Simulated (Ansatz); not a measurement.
**What a trial cell of Ge₂Sb₃ relaxes into**

All numbers below come from Ansatz 0.2.0, DFT PBE, scalar-relativistic, plane waves, PAW. Cutoff 420 eV, Γ-centred k mesh, Gaussian smearing, no spin polarisation in the final step.

Ge₂Sb₃ was placed on the tetradymite structure type (R-3m, No. 166), with Ge in place of Bi, Sb in place of Te, at a guessed volume.

```
Ge Sb
1.0
     1.95928    1.13119    9.08226
    -1.95928    1.13119    9.08226
     0.00000   -2.26238    9.08226
Ge Sb
2 3
Direct
  0.40000 0.40000 0.40000
  0.60000 0.60000 0.60000
  0.00000 0.00000 0.00000
  0.20950 0.20950 0.20950
  0.79050 0.79050 0.79050
```

Cell and atoms relax at zero pressure; the relaxation can't lower the symmetry of the start. After a coarse first stage the cell is made exact in the group found at 0.06 Å.

The zero of energy is the elements' standard structures at the same level; no fitted shifts are applied.

What does it relax into?

It keeps R-3m (No. 166). The result has the tetradymite structure. Conventional cell: a = 4.176 Å, c = 25.549 Å. Ge has 6 Sb at 2.92–2.93 Å; Sb on Wyckoff site a (1 atom of the primitive cell) is coordinated by 6 Ge at 2.92 Å; around Sb on Wyckoff site c (2 atoms of the primitive cell) lie 3 Ge at 2.93 Å and 3 Sb at 3.06 Å.

```cif
data_structure
_symmetry_space_group_name_H-M 'R-3m:H'
_symmetry_Int_Tables_number 166
_cell_length_a 4.1761
_cell_length_b 4.1761
_cell_length_c 25.5489
_cell_angle_alpha 90.000
_cell_angle_beta 90.000
_cell_angle_gamma 120.000
_cell_volume 385.87
loop_
_atom_site_label
_atom_site_type_symbol
_atom_site_symmetry_multiplicity
_atom_site_Wyckoff_symbol
_atom_site_fract_x
_atom_site_fract_y
_atom_site_fract_z
_atom_site_occupancy
Ge1 Ge 6 c 0.66667 0.33333 0.73083 1
Sb1 Sb 3 a 0.00000 0.00000 0.00000 1
Sb2 Sb 6 c 0.33333 0.66667 0.87034 1
```

What are its volume, energy, density and gap?

The volume per atom is 25.72 Å³. The density is 6.59 g/cm³, the energy over the elements is 0.13 eV/atom and the gap on the 12×12×12 mesh is 0 eV (a metal).

The final run used a 12×12×12 mesh on its 5-atom cell and 0.10 eV smearing. For metals, differences of a few meV/atom aren't resolved. Spin–orbit coupling is left out. A structure relaxed within its symmetry needn't be a true minimum.

Cost: 3 runs of about 7 core-minutes in all, on Arm Neoverse V1 (shared hosts).